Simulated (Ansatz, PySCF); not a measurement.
hydrogen fluoride (FH), SMILES F. Atoms are numbered in the order given.

```xyz
2

F      0.0000     0.0000    -0.0897
H      0.0000     0.0000     0.8357
```

The structure is a stationary point at B3LYP-D3(BJ)/def2-TZVPD.

Two levels are set side by side: PBE-D3(BJ)/def2-TZVPD (Ansatz, a program for electronic structure) and B3LYP-D3(BJ)/def2-TZVPD (Ansatz). Each level has its own optimised geometry; the coordinates shown are those of the second. Frequencies come from the Hessian of PySCF at each geometry. Differences are taken from unrounded values.

```csv
quantity,B3LYP-D3(BJ),PBE-D3(BJ),PBE-D3(BJ) minus B3LYP-D3(BJ)
bond F1–H2 (Å),0.925,0.933,0.008
highest harmonic wavenumber (cm⁻¹),4068,3962,-106
mean harmonic wavenumber (cm⁻¹),4068,3962,-106
zero-point energy (kcal/mol),5.82,5.66,-0.15
```
